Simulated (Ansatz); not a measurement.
Ideal-gas functions of C$_{2}$HFO, SMILES `O=C=CF` at 298.15 K and 1 bar, from an Ansatz frequency run at PBE0-D4/def2-TZVP.

Molar mass 60.03 g/mol, point group Cs (symmetry number 1), electronic degeneracy 1, moments of inertia 9.128, 109.146, 118.274 u Å². Harmonic wavenumbers (cm⁻¹, unscaled): 240, 475, 536, 691, 1059, 1206, 1439, 2256, 3263.

Use S(trans) = R[1.5 ln M + 2.5 ln T − 1.1517]; rotational temperatures θ = 24.2544 K / I; S(rot) = R[ln(√π/σ · √(T³/θAθBθC)) + 1.5]; for each mode x = 1.438777 ν̃/T, S = R[x/(eˣ − 1) − ln(1 − e⁻ˣ)] and H = RT x/(eˣ − 1); 1 cm⁻¹ = 0.0119627 kJ/mol; R = 8.31446 J/(mol·K).

Q: By hand: the entropy, in J/(mol·K).

A: Translation 159.9. Rotation: θ = 2.6571, 0.2222, 0.2051 K, giving 97.1. Vibration, mode by mode: 7.54, 3.03, 2.40, 1.33, 0.31, 0.17, 0.06, 0.00, 0.00, in all 14.8. Electronic 0.0. Sum 271.8 J/(mol·K).

Q: By hand: H − E and G − E in kJ/mol, counted from the electronic energy.

A: Zero-point energy ½ × 11165 × 0.0119627 = 66.8; thermal vibration 2.9; translation, rotation and pV give 4 RT = 9.9. H − E = 79.6 kJ/mol, and G − E = 79.6 − 298.15 × 271.8/1000 = -1.4 kJ/mol.

Vibration gives 5 % of the entropy.
